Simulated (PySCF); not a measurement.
**Mayer bond orders and bond lengths**

Species: C2H3N3.
Atom-mapped SMILES: `[cH:1]1[n:2][cH:3][nH:4][n:5]1` (hydrogens: H6 on C1; H7 on C3; H8 on N4)

Cartesian coordinates in Å at the PBE0-D3(BJ)/def2-TZVP level; atoms count from 1:
```
atom  x, y, z in Å
C1     0.905    0.333   -0.786
N2     0.000   -0.633   -1.074
C3    -0.747   -0.660    0.005
N4    -0.304    0.248    0.886
N5     0.760    0.898    0.394
H6     1.691    0.630   -1.463
H7    -1.596   -1.303    0.186
H8    -0.655    0.474    1.800
```

Bond orders from the PBE0/pcSseg-2 density (PySCF). Geometry: PBE0-D3(BJ)/def2-TZVP; no solvent, vibrations or thermal averaging.

Question: How far do the computed orders between heavy atoms stray from the drawn ones?

Answer: The largest departure is 0.373, at N4–N5 (drawn aromatic, 1.127), counting aromatic bonds as 1.5. The bonds drawn aromatic range from 1.13 to 1.63.

Question: Set the Mayer orders of the bonds beside their lengths.

Answer: 
```json
{"bond": "C1–N2", "drawn as": "aromatic", "length (Å)": "1.355", "Mayer order": "1.366"}
{"bond": "N2–C3", "drawn as": "aromatic", "length (Å)": "1.313", "Mayer order": "1.633"}
{"bond": "C3–N4", "drawn as": "aromatic", "length (Å)": "1.340", "Mayer order": "1.307"}
{"bond": "N4–N5", "drawn as": "aromatic", "length (Å)": "1.340", "Mayer order": "1.127"}
{"bond": "N5–C1", "drawn as": "aromatic", "length (Å)": "1.316", "Mayer order": "1.626"}
{"bond": "C1–H6", "drawn as": "single", "length (Å)": "1.079", "Mayer order": "1.016"}
{"bond": "C3–H7", "drawn as": "single", "length (Å)": "1.080", "Mayer order": "0.995"}
{"bond": "N4–H8", "drawn as": "single", "length (Å)": "1.005", "Mayer order": "0.968"}
```

By pair of heavy elements: C–N: lowest C3–N4 (1.307, 1.340 Å), highest N2–C3 (1.633, 1.313 Å); in 1 of the 6 pairs the longer bond (by over 0.003 Å) has the higher order (by 0.02 or more).

Question: Sum the orders of all bonds at each heavy atom with more than one neighbour and set the sums beside the valence in the SMILES.

Answer: C1 4.008 (drawn 4), N2 2.999 (drawn 3), C3 3.935 (drawn 4), N4 3.402 (drawn 3), N5 2.753 (drawn 3). Orders between atoms that aren't bonded are not in these sums.

The Mayer order sums products of elements of PS (density times overlap matrix) between the two atoms' basis functions, so it depends on the basis set.
